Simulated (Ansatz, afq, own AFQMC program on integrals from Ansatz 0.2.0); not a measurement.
**SiH2, singlet: AFQMC among the cluster methods**

```xyz
3

Si    0.0000   -0.0715    0.0000
H     0.0000    0.9958   -1.0900
H     0.0000    0.9958    1.0900
```

Basis cc-pVDZ. Noble-gas cores (and the filled d shells of Ga–Kr and In–Xe) are frozen. Ansatz 0.2.0 and our own AFQMC program on the same integrals; the CISD trial comes from CCSD amplitudes, and released means the phaseless constraint is let go. Free projection: walkers drawn from exp(T), propagated without any constraint. Its projection time is finite, and what remains of the start isn't in its error. ± is one standard error of the sampling.

Determinant: UHF, the one that the program's search chose, which needn't be the lowest solution. The geometry is a point of a scan.

Full CI on the same integrals is exact in this basis and with this determinant's frozen core.

Cautions: higher spins were not checked; an unrestricted solution with more broken spin lies lower (90 meV, ⟨S²⟩ 0.38), while this determinant keeps restricted orbitals.

```
T1 diagnostic                               : 0.0137
weight of the determinant in the CISD state : 0.911
⟨S²⟩ of the determinant                     : 0.000
size of the correlated space                : 6 electrons in 23 orbitals
```

Reference: full CI, correlation energy -3.260 eV. The released energy is read at 2.40 1/Eh (meV from the phaseless value at times in 1/Eh: 0.9 ± 1.4 at 0.24, -0.3 ± 1.5 at 0.51, -0.6 ± 1.2 at 0.99, 0.1 ± 1.5 at 1.62, -0.9 ± 1.3 at 2.40).

```tsv
level	E − E(reference) (mEh)	share of correlation (%)
HF	119.81	0.00
MP2	31.47	73.74
CCSD	2.96	97.53
CCSD(T)	0.72	99.40
CCSDT	0.11	99.90
CCSDT(Q)	0.02	99.98
CCSDTQ	0.00	100.00
ph-AFQMC/HF	-0.63 ± 0.66	100.52
ph-AFQMC/CISD	0.10 ± 0.05	99.91
released AFQMC	0.07 ± 0.05	99.94
free AFQMC	-0.07 ± 0.04	100.06
```

CCSDT and higher add their correlation energy to the determinant of the CCSD(T) run, since their own runs factorise the integrals more tightly (a shift of under 2 meV). Free projections are given only where their last times agree within the noise and don't stop above the reference; a slow remainder of the start can still hide under it. A walk keeps the symmetry of its determinant, which the program's search chose and which needn't be the lowest solution, so a lower state of the same spin and another symmetry isn't excluded. Released energies are given only where the last usable release times agree within the noise; a slower fall can still hide under it.
